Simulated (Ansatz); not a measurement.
Run this with Ansatz 0.2.0, Python API and show what comes out.

`fci_h2o.py`
```python
'''How close coupled cluster comes to full CI on H2O.'''

import ansatz
from ase import Atoms

BASIS_SET = '6-31G'

atoms = Atoms(['O', 'H', 'H'], positions=[
    [-0.2948, 0.195, -0.1369],
    [0.4671, 0.5603, 0.317],
    [-0.1723, -0.7553, -0.1801],
])
system = ansatz.Crystal.molecule_from_ase(atoms)

model = system.calculation().basis(gaussian=BASIS_SET)
exact = model.correlation('fci').run().report
print(f'full CI {exact["free_energy_ev"] / 27.211386246:.7f} Ha over {exact["configurations"]["states"][0]["n_determinants"]} determinants')
print('natural occupations', [round(n, 4) for n in exact['configurations']['natural_occupations']])
print(f'hf       misses {1000 * (exact["reference_energy_ev"] - exact["free_energy_ev"]) / 27.211386246:9.3f} mHa')
for method in ['mp2', 'ccsd', 'ccsd_t', 'bccd_t']:
    e = model.correlation(method).run().report['free_energy_ev']
    print(f'{method:8s} misses {1000 * (e - exact["free_energy_ev"]) / 27.211386246:9.3f} mHa')
```

```console
$ python fci_h2o.py
full CI -76.1207003 Ha over 122625 determinants
natural occupations [1.9882, 1.9806, 1.9718, 1.9685, 0.0275, 0.0265, 0.0181, 0.0123, 0.003, 0.0023, 0.0006, 0.0005]
hf       misses   135.920 mHa
mp2      misses     8.159 mHa
ccsd     misses     1.511 mHa
ccsd_t   misses     0.526 mHa
bccd_t   misses     0.533 mHa
```

Caveats:
- Total energies depend on the basis set; only differences at equal settings carry meaning.
- Full CI is exact only within this small basis and its frozen core, at an unrelaxed geometry.
- Finished in 1.4 s on 1 thread of Arm Neoverse V1 (shared host), peak memory 0.16 GiB.

(Lines on the test bed's own set-up are left out of the output.)
